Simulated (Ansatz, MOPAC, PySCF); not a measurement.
Species: formic acid, CH2O2 (charge 0, singlet). SMILES: O=CO
Geometry: optimised at B3LYP-D3(BJ)/def2-TZVP (Ansatz, a first-principles code).

Unscaled harmonic wavenumbers (cm⁻¹) in rising order, each level at the stationary point that it reaches from this structure (no distance between atoms moves by over 0.3 Å); the order of modes can differ between levels, and a negative number is imaginary. B3LYP-D3(BJ)/def2-TZVP (PySCF, at the structure above): 631, 684, 1054, 1123, 1301, 1404, 1818, 3047, 3704.

AM1 (MOPAC): 603, 604, 988, 1232, 1438, 1490, 2050, 3188, 3430. Zero-point energy 21.5 against 21.1 kcal/mol; where all levels lie over 400 cm⁻¹, the wavenumbers are on average 1.015 times those of B3LYP-D3(BJ)/def2-TZVP.

PM7 (MOPAC): 551, 581, 955, 1063, 1233, 1309, 1840, 2663, 2788. Zero-point energy 18.6 against 21.1 kcal/mol; where all levels lie over 400 cm⁻¹, the wavenumbers are on average 0.899 times those of B3LYP-D3(BJ)/def2-TZVP.

HF/6-31G* (Ansatz): 692, 715, 1192, 1274, 1440, 1552, 2034, 3320, 4041. Zero-point energy 23.2 against 21.1 kcal/mol; where all levels lie over 400 cm⁻¹, the wavenumbers are on average 1.102 times those of B3LYP-D3(BJ)/def2-TZVP.

B3LYP/6-31G* (Ansatz): 626, 708, 1054, 1146, 1325, 1423, 1855, 3086, 3665. Zero-point energy 21.3 against 21.1 kcal/mol; where all levels lie over 400 cm⁻¹, the wavenumbers are on average 1.011 times those of B3LYP-D3(BJ)/def2-TZVP.
